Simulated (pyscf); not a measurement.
PySCF, gas phase, ωB97X-D3(BJ)/def2-SVP geometries.

### Question
For H₂N–SiH₂–NH–SiH₂–NH₂ (SMILES N[SiH2]N[SiH2]N) + SiH₂ (SMILES [SiH2]) [singlet] -> H₂N–SiH₂–NH–SiH₂–NH–SiH₃ (SMILES N[SiH2]N[SiH2]N[SiH3]), an insertion (singlet surface; H–N broken, N–Si, H–Si formed), PBE/def2-TZVP gives ΔE‡ = -0.14 eV and ΔE = -2.84 eV (zero: the separated reactants). In which direction and how far do r²SCAN/def2-TZVP, M06-2X/def2-TZVP, ωB97M-D3(BJ)/def2-TZVP move these?

### Answer
r²SCAN: ΔE‡ = -0.20 eV, ΔE = -3.17 eV; M06-2X: ΔE‡ = 0.17 eV, ΔE = -3.07 eV; ωB97M-D3(BJ): ΔE‡ = 0.24 eV, ΔE = -2.96 eV. PBE's barrier lies among them. Its reaction energy lies over all of them, by 0.12 to 0.33 eV. On the reactant side the descent ends in an adduct with a N–Si contact, 1.49 eV under the separated species and 1.57 eV under the saddle at ωB97X-D3(BJ)/def2-TZVP. At PBE, r²SCAN the saddle lies under the separated reactants, which points to a path from their complex (located at ωB97X-D3(BJ) alone). What is counted as formed (N–Si) is already present as a longer contact in the reactant adduct; forming that adduct is a step of its own. At ωB97X-D3(BJ)/def2-TZVP the barrier from the zero used here is 0.08 eV. One saddle was located; it need not be the lowest between these sides.
